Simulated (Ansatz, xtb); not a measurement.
## Ranking isomers of C5H5

4 gas-phase structures of C5H5, found in a search over its isomers (lower ones may exist). Each was relaxed with GFN2-xTB:

A. `C#C/C=C/[CH2]`, a doublet
B. `C#C/C=C\[CH2]`, a doublet
C. `[CH]1C=CC=C1`, a doublet
D. `[C]1=CC=CC1`, a doublet

Problem. Estimate their order in r2SCAN-D4/def2-SVP energy at these geometries, lowest first.

Solution. Calculated order at r2SCAN-D4/def2-SVP: C (0.0), A (33.1), D (33.3), B (33.6) kcal/mol. Less than 1 kcal/mol parts A and D; D and B, so the order within those pairs means little.

Energies above the lowest of each column, in kcal/mol; the last columns are at PBE0-D3(BJ)/pcseg-1 geometries and were run for some of them only (a dash: not run or not comparable):

| structure | GFN2-xTB | HF/STO-3G | r2SCAN-D4/def2-SVP | PBE0-D3(BJ)/pcseg-1 | CCSD(T)/def2-SVP |
| --- | --- | --- | --- | --- | --- |
| C | 0.0 | 0.0 | 0.0 | 0.0 | 0.0 |
| A | 34.1 | 39.7 | 33.1 | 34.5 | 31.1 |
| D | 34.6 | 20.9 | 33.3 | 33.8 | 32.3 |
| B | 34.8 | 40.1 | 33.6 | – | – |

Every level run on C puts it lowest or level with the lowest. Flexible structures stand in one conformer each, not always the lowest. Frequencies (PBE0-D3(BJ)/pcseg-1) were run for A, C, D alone. Open shells are spin-unrestricted, some with notable spin contamination. Large T1 diagnostics make some coupled-cluster values less sure.

Over these structures GFN2-xTB departs from r2SCAN-D4/def2-SVP by 0.4 kcal/mol on average once a common shift is removed. A GFN2-xTB relaxation took about 0.046 s and the r2SCAN-D4/def2-SVP energy about 3.3 s on a shared host (Ansatz 0.2.0, xtb 6.7.1).
